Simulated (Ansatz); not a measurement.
A barrier at the coupled-cluster level

Start structure (CH6MgS, closed shell), relaxed at PBE0-D4/def2-TZVP:

Mg1  (-0.545, 0.969, 0.367)
H2  (-1.206, 2.496, -0.086)
C3  (0.292, -0.577, 1.509)
H4  (-0.066, 0.819, -2.816)
S5  (-0.531, -0.231, -2.120)
H6  (1.338, -0.765, 1.234)
H7  (0.286, -0.367, 2.584)
H8  (-0.241, -1.525, 1.371)
H9  (0.674, -0.819, -2.042)
(Å)

The step: CH₄Mg ([CH3][MgH]) + H₂S → CH₄MgS ([CH3][Mg][SH]) + H₂; bonds formed: H2–H4; dative contacts that become bonds: Mg1–S5; bonds broken: Mg1–H2, H4–S5. Program: Ansatz 0.2.0. Basis: def2-TZVPP and def2-QZVPP. Cores are frozen in the correlated methods. The outer core shell of Li, Na, Mg and K is correlated. The def2 sets are not built for correlating such inner shells, so the correlated values are less sure here. Extrapolation: Hartree–Fock as exp(−7.88 √X), correlation as X^−2.97. Energies below are by CCSD(T) at an estimated basis limit (MP2 extrapolated from triple and quadruple zeta, plus CCSD(T) − MP2 in triple zeta).

Question: What are the electronic barrier and the energy of the step, from the start structure to the end structure? (Judge from chemistry; the value comes from the calculation.)

Answer: By the calculation: Barrier 7.15 kcal/mol; step energy -22.70 kcal/mol (downhill); reverse barrier, their difference, 29.85 kcal/mol. Barrier and step energy count from the start structure, the reverse barrier from the end structure.

The saddle point: One imaginary mode of 633i cm⁻¹.
```csv
pair,start (Å),saddle (Å),end (Å)
Mg1–S5,2.76,2.62,2.31
H2–H4,3.40,1.32,0.75
Mg1–H2,1.72,1.80,2.56
H4–S5,1.34,1.50,3.31
```

Zero-point energy (harmonic, PBE0-D4): ZPE is 35.48 kcal/mol at the start and 34.59 kcal/mol at the saddle, so the barrier goes from 7.15 to 6.26 kcal/mol.

The T1 diagnostic stays at or below 0.010.

Labels in which every atom is bracketed show which atoms are joined, not bond orders.

For scale, one of the runs: CCSD(T)/def2-TZVPP, 189 basis functions, launched by `ansatz run in.yaml --threads 2 --pin off --events-out ev --progress --plain --max-ram 4352MiB`. Time: 22 s of wall clock on 2 CPU threads of an Intel Xeon 6975P-C; the host was shared. Peak host memory: 2.3 GiB.
